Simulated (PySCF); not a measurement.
# H2S2 (SMILES SS) at CCSD(T)/STO-3G

What is the vertical ionisation energy of H2S2 at CCSD(T)/STO-3G? 

Program for the calculation: PySCF 2.14.0.

11 further runs of the same task are left out: 11 set aside as unsound or not needed.

## 1. The molecule

H2S2 has 4 atoms, charge 0, and is taken as a singlet. SMILES: `SS`. Geometry: relaxed at PBE0-D4/def2-TZVP.

Bond lengths: S1–S2 2.046 Å, S1–H3 1.347 Å, S2–H4 1.347 Å. Angles: S1–S2–H4 98.6°, S2–S1–H3 98.6°.

## 2. The energy at CCSD(T)/STO-3G

calc.py reads:

```python
from pyscf import gto, cc

mol = gto.M(
    atom='''
S      1.482452    -1.491391     0.314998
S      0.113799     2.119441     0.127292
H     -0.425982    -2.556025     1.619269
H     -1.170288     1.927993    -2.061597
''',
    max_memory=1860,
    verbose=4,
    basis='sto-3g',
    unit='bohr',
)

mf = mol.RHF()
mf.conv_tol = 1e-10
mf.kernel()
if not mf.converged:
    mf = mf.newton().run(mf.mo_coeff, mf.mo_occ)

mycc = cc.CCSD(mf, frozen=10)
mycc.kernel()
e_t = mycc.ccsd_t()
e_tot = mycc.e_tot + e_t
print('E(%s) = %.9f' % ('CCSD(T)', e_tot))
```

Launch:

```console
$ OMP_NUM_THREADS=1 python calc.py
```

Standard output:

```text
PySCF version 2.14.0

[INPUT] num. atoms = 4
[INPUT] num. electrons = 34
[INPUT] charge = 0
[INPUT] spin (= nelec alpha-beta = 2S) = 0
[INPUT] symmetry False subgroup None
[INPUT] Mole.unit = bohr
[INPUT] Symbol           X                Y                Z      unit          X                Y                Z       unit  Magmom
[INPUT]  1 S      0.784479814683  -0.789210129771   0.166689763085 AA    1.482452000000  -1.491391000000   0.314998000000 Bohr   0.0
[INPUT]  2 S      0.060219837425   1.121559877089   0.067360025532 AA    0.113799000000   2.119441000000   0.127292000000 Bohr   0.0
[INPUT]  3 H     -0.225419966662  -1.352590180542   0.856880253149 AA   -0.425982000000  -2.556025000000   1.619269000000 Bohr   0.0
[INPUT]  4 H     -0.619289739813   1.020249958413  -1.090950150501 AA   -1.170288000000   1.927993000000  -2.061597000000 Bohr   0.0

[... 42 lines left out ...]
converged SCF energy = -787.490467232116
[... 12 lines left out ...]
Init t2, MP2 energy = -787.53819022139  E_corr(MP2) -0.0477229892737378
[... 10 lines left out ...]
CCSD converged
[... 2 lines left out ...]
E(CCSD(T)) = -787.559727006
```

It took 0.95 s on 1 thread of Arm Neoverse V1, shared host; peak memory 0.12 GiB.

## 3. The doublet cation, same level

start.xyz reads:

```xyz
4

S      0.784480    -0.789210     0.166690
S      0.060220     1.121560     0.067360
H     -0.225420    -1.352590     0.856880
H     -0.619290     1.020250    -1.090950
```

input.py reads:

```python
from pyscf import gto, cc

system = gto.M(
    atom='start.xyz',
    basis='sto-3g',
    spin=1,
    verbose=3,
    charge=1,
    max_memory=1860,
)

mf = system.UHF()
mf.conv_tol = 1e-10
mf.kernel()
if not mf.converged:
    mf = mf.newton().run(mf.mo_coeff, mf.mo_occ)

mycc = cc.CCSD(mf, frozen=10)
mycc.kernel()
e_t = mycc.ccsd_t()
energy = mycc.e_tot + e_t
print(f'total energy: {energy:.8f} hartree')
```

Launch:

```console
$ OMP_NUM_THREADS=1 python input.py
```

Standard output:

```text
converged SCF energy = -787.236237404564  <S^2> = 0.81382193  2S+1 = 2.0628349
E(UCCSD) = -787.3274809565423  E_corr = -0.09124355197860208
UCCSD(T) correction = -0.00116448422045138
total energy: -787.32864544 hartree
```

Run time: 1.1 s. Hardware: 1 thread of Arm Neoverse V1, shared host; peak memory 0.12 GiB.

## 4. Outcome

Level: CCSD(T)/STO-3G, 10 core orbitals frozen.

| quantity | value |
| --- | --- |
| singlet H2S2: total energy | -787.55973 Eh |
| singlet H2S2: dipole moment (Hartree–Fock density) | 1.13 D |
| singlet H2S2: HOMO energy (Hartree–Fock orbitals) | -7.41 eV |
| singlet H2S2: LUMO energy (Hartree–Fock orbitals) | 9.33 eV |
| singlet H2S2: HOMO–LUMO gap (Hartree–Fock orbitals) | 16.74 eV |
| singlet H2S2: correlation energy (10 core orbitals frozen) | -69.3 mEh |
| singlet H2S2: (T) correction | -0.29 mEh |
| singlet H2S2: T1 diagnostic | 0.006 |
| doublet cation: total energy | -787.32865 Eh |
| doublet cation: HOMO energy (Hartree–Fock orbitals) (highest over α and β) | -14.53 eV |
| doublet cation: LUMO energy (Hartree–Fock orbitals) (lowest over α and β) | -6.28 eV |
| doublet cation: correlation energy (10 core orbitals frozen) | -92.4 mEh |
| doublet cation: (T) correction | -1.16 mEh |
| doublet cation: ⟨S²⟩ of the reference determinant | 0.814 |
| doublet cation: T1 diagnostic | 0.048 |
| vertical ionisation energy (to the doublet cation) | 6.288 eV |

In words: The vertical ionisation energy comes to 6.29 eV (607 kJ/mol). In a minimal basis such a difference can be off by several eV, whatever the method. The triples (singlet H2S2) make up 0.4 % of the correlation energy. The T1 diagnostic (doublet cation) of 0.048 is above the customary mark for such species, so a single reference may not serve. The triples (doublet cation) make up 1.3 % of the correlation energy.
